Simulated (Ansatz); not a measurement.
C4H4F2, SMILES `F[C@@H]1C=C[C@H]1F`, one more setting.

```yaml
crystal:
  periodic: [false, false, false]
  atoms:
    - {symbol: F, position_ang: [-0.887891, -0.219687, 1.893252]}
    - {symbol: C, position_ang: [-0.772902, -0.087098, 0.530035]}
    - {symbol: C, position_ang: [0.002364, -1.148117, -0.194609]}
    - {symbol: C, position_ang: [0.836172, -0.275583, -0.765188]}
    - {symbol: C, position_ang: [0.316358, 0.890543, 0.023388]}
    - {symbol: F, position_ang: [-0.124709, 1.979361, -0.690128]}
    - {symbol: H, position_ang: [-1.761800, 0.138297, 0.123003]}
    - {symbol: H, position_ang: [-0.106349, -2.224420, -0.229906]}
    - {symbol: H, position_ang: [1.615023, -0.351717, -1.512910]}
    - {symbol: H, position_ang: [0.966731, 1.247320, 0.825960]}
basis:
  gaussian: {orbitals: x2c-TZVPPall, point_charges: [{charge: -1.00, position_ang: [4.988, -0.178, -0.483]}]}
hamiltonian: {xc: {name: HF}, dispersion: d4}
output: {forces: true}
```

```sh
$ ansatz run in.yaml --threads 4 --pin off --events-out ev --progress --plain --max-ram 10444MiB
```

It prints (some lines left out):

```
Functional definition: HF
1562 factors; their error is unknown
mean field evaluation 1: about -9602.2978 eV, gradient 3.6e1 eV
mean field evaluation 2: about -9604.9797 eV, gradient 1.6e1 eV
mean field evaluation 4: about -9605.4371 eV, gradient 1.1e0 eV
mean field evaluation 8: about -9605.5843 eV, gradient 8.4e-1 eV
mean field -9605.58520111 eV, -352.9987452415 hartree, gradient 8.7e-6 eV, S^2 0.000000; 0 other end points of the search recorded, 0 dependent functions left out
reference -9605.58520111 eV, -352.9987452415 hartree; 23, 23 occupied and 219, 219 virtual orbitals, 1562 factors
Total energy: -9606.31433390 eV, -353.0255403770 hartree
Relativity: scalar
Atom 0 at    -0.887891    -0.219687     1.893252 Å, force    -0.003676     0.104017    -0.534196 eV/Å
Atom 1 at    -0.772902    -0.087098     0.530035 Å, force    -0.276538     0.196901    -0.025453 eV/Å
Atom 2 at     0.002364    -1.148117    -0.194609 Å, force     0.410851     0.330382    -0.307909 eV/Å
Atom 3 at     0.836172    -0.275583    -0.765188 Å, force    -0.171376    -0.593594    -0.085183 eV/Å
Atom 4 at     0.316358     0.890543     0.023388 Å, force     0.130869     0.234264     0.395394 eV/Å
Atom 5 at    -0.124709     1.979361    -0.690128 Å, force     0.054174    -0.520691     0.303074 eV/Å
Atom 6 at    -1.761800     0.138297     0.123003 Å, force     0.355228    -0.120393     0.318351 eV/Å
Atom 7 at    -0.106349    -2.224420    -0.229906 Å, force     0.064222     0.454354    -0.001831 eV/Å
Atom 8 at     1.615023    -0.351717    -1.512910 Å, force    -0.166725     0.065359     0.479489 eV/Å
Atom 9 at     0.966731     1.247320     0.825960 Å, force    -0.243259    -0.148202    -0.496607 eV/Å
Dipole moment:     0.446486    -0.324185    -0.291589 e Å
```

It took 2.4 s on 4 threads of an Intel Xeon Platinum 8488C on a shared host, with 0.71 GiB of host memory at the peak.
